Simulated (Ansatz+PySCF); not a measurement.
Results of a calculation; reference values are marked as such.
Input for PySCF 2.14.0:

```python
from pyscf import gto, scf, cc

mol = gto.M(atom="""
Li 0.000000 0.000000 2.412000
C 0.000000 0.000000 0.000000
Li 0.000000 0.000000 -2.412000
""", basis='sto-3g', charge=0, spin=0)
mf = scf.UHF(mol)
mf.kernel()
mycc = cc.CCSD(mf, frozen=3).run()
et = mycc.ccsd_t()
print(mf.e_tot, mycc.e_corr, et, mycc.e_tot + et)
```

The script is written out from the run's settings.

Output:

```
Converged                       : yes
Reference energy                : -51.86980 hartree
CCSD correlation energy         : -0.05352 hartree
Triples correction              : -0.00136 hartree
Total energy                    : -51.92468 hartree
Spin squared of the determinant : 1.526
```

Caution: bonds are stretched, where a single reference can fail; the unrestricted determinant is a mixture of spin states; the determinant may break the point group.
